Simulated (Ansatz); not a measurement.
## Ansatz (development build ahead of 0.2.0) run

```yaml
crystal:
  periodic: [false, false, false]
  atoms:
    - { symbol: P, position_ang: [0.0, 0.0, 0.0] }
    - { symbol: H, position_ang: [1.75806, 0.0, 1.47519] }
    - { symbol: H, position_ang: [-1.75806, 0.0, 1.47519] }
basis:
  gaussian: { orbitals: "6-31G" }
magnetization:
  initial_magnetization: 3
hamiltonian:
  xc: hf
correlation:
  method: fci
  frozen_orbitals: { H: 0, P: 5 }
```

The input is written out in the form of the current development build from the run's settings.

Output:

```json
{
 "Converged": "yes",
 "Total energy": "-341.70596 hartree",
 "State": "lowest quartet root, of any spatial symmetry"
}
```
